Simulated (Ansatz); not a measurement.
## [H···H···GeH$_{3}$], doublet: transfer scan

Starting geometry:

```xyz
6

H    -2.8225    0.0000    0.0000
H    -2.0775    0.0000    0.0000
Ge    0.0465    0.0000    0.0000
H     0.5152   -1.4659    0.0000
H     0.5152    0.7330   -1.2695
H     0.5152    0.7330    1.2695
```

From there H2 is moved from one fragment to the other while all else, the fragments' distance too, stays fixed; atoms are numbered as listed. Energies are in kJ/mol, counted from the starting geometry at the same level.

Basis cc-pVDZ; Ansatz 0.2.0. Correlated methods freeze the noble-gas cores and the filled d shells of p-block atoms. Prefix R: restricted or restricted open-shell reference; prefix U: unrestricted. No spin–orbit coupling is included, and no scalar relativity.

Full CI isn't at hand for all of this; RCCSDTQ serves as the reference, and is uncertain by about the last step of the cluster series. The frozen core follows each run's orbitals, which can shift R against U totals by a few meV for light atoms and by up to 0.1 eV past Ca.

| distance H1-H2 (Å) | RCCSDTQ | error RMP2 | error UMP2 | error RCCSD(T) | error BCCD(T) | error RCCSDT | error UCCSDT(Q) |
| --- | --- | --- | --- | --- | --- | --- | --- |
| 0.745 | 0.0 | 0.0 | 0.0 | 0.0 | 0.0 | 0.0 | 0.0 |
| 0.830 | 4.8 | 2.0 | 2.2 | 0.1 | 0.1 | 0.0 | 0.0 |
| 1.000 | 36.9 | 3.9 | 6.2 | 0.3 | 0.3 | 0.1 | 0.2 |
| 1.169 | 53.6 | 2.8 | 2.0 | 0.4 | 0.3 | 0.1 | 0.3 |
| 1.339 | 58.2 | -4.5 | -4.8 | 0.0 | 0.0 | 0.0 | 0.3 |

Errors are those of relative energies. In total energy the starting point itself misses RCCSDTQ by: RMP2 97.5, UMP2 96.8, RCCSD(T) 1.9, BCCD(T) 1.9, RCCSDT 0.2, UCCSDT(Q) -0.3 kJ/mol.

Spread of the error over the points with a reference, to 1.339 Å (largest less smallest): RCCSDT 0.1, BCCD(T) 0.3, UCCSDT(Q) 0.3, RCCSD(T) 0.4, RMP2 8.4, UMP2 11.0 kJ/mol.
